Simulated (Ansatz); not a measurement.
Cost and result for the atomization energy of C3H6O (`C=CCO`) (10 atoms, 9 bonds).

Z-matrix (Å, degrees):
```
C
C 1 1.492
O 1 1.415 2 112.1
H 1 1.099 2 109.9 3 -124.6
H 1 1.094 2 110.3 3 117.1
C 2 1.326 1 124.1 3 122.6
H 2 1.088 1 115.7 3 -56.1
H 3 0.961 1 107.6 2 -55.6
H 6 1.086 2 121.2 1 0.9
H 6 1.084 2 121.9 1 -179.7
```

Charge 0, multiplicity 1. The geometry is a stationary point of PBE0-D4/def2-TZVP. It is one conformer, not always the lowest. Program: Ansatz. All runs use 4 threads of an Arm Neoverse V1 on a shared host. Times are those of one run each, without the atoms' runs, and a repeat can differ threefold. Electronic energies, without spin–orbit coupling; frozen cores. CCSD(T)/CBS adds CCSD(T) − MP2 in def2-TZVPP to the MP2 limit, and its time is that of the two runs behind it. T1 = 0.011. HSE06 is the plane-wave form, built on full-range PBE exchange.

CCSD(T)/CBS is a level of theory with its own doubt, some kJ/mol a heavy atom from the limit and from the frozen cores, so smaller differences don't rank the functionals.

```
                             level  functions  wall time  atomization (kJ/mol)  difference from CCSD(T)/CBS  per bond
              revPBE-D4/def2-TZVPP        208      1.1 s                4002.3                         -3.9      -0.4
                BLYP-D4/def2-TZVPP        208      1.2 s                4008.2                          2.0       0.2
                PBE0-D4/def2-TZVPP        208      1.4 s                4023.8                         17.6       2.0
   PBE-D4/def2-TZVPP (with forces)        208      1.4 s                4103.8                         97.6      10.8
               HSE06-D4/def2-TZVPP        208      1.6 s                4027.3                         21.1       2.3
                  CCSD(T)/def2-SVP         86      1.9 s                3826.0                       -180.2     -20.0
r2SCAN-D4/def2-TZVPP (with forces)        208      2.6 s                4010.7                          4.5       0.5
                 B2PLYP/def2-TZVPP        208      2.6 s                3970.8                        -35.4      -3.9
                 B97M-V/def2-TZVPP        208      4.9 s                4002.6                         -3.6      -0.4
  ωB97M-V/def2-TZVPP (with forces)        208        6 s                4013.8                          7.6       0.8
                    MP2/def2-QZVPP        408       18 s                4028.4                         22.2       2.5
                CCSD(T)/def2-TZVPP        208       45 s                3910.1                        -96.1     -10.7
                 CCSD(T)/CBS(def2)          –       63 s                4006.2                          0.0       0.0
```

In def2-TZVPP, CCSD(T) changes the Hartree–Fock value by +986.0 kJ/mol (the triples alone add +58.4 kJ/mol) and MP2 by +1047.6 kJ/mol; breaking electron pairs costs correlation energy, which Hartree–Fock lacks. From BLYP to BHLYP (50 % exact exchange), in def2-TZVPP and without D4, the atomization energy moves by −110.8 kJ/mol: exact exchange takes away binding that semilocal exchange gives to molecules. At CCSD(T), def2-SVP lies −180.2 kJ/mol from the extrapolated value and def2-TZVPP −96.0 kJ/mol: correlation converges slowly with the basis, and small sets miss more of it in the bonded molecule than in its fragments.
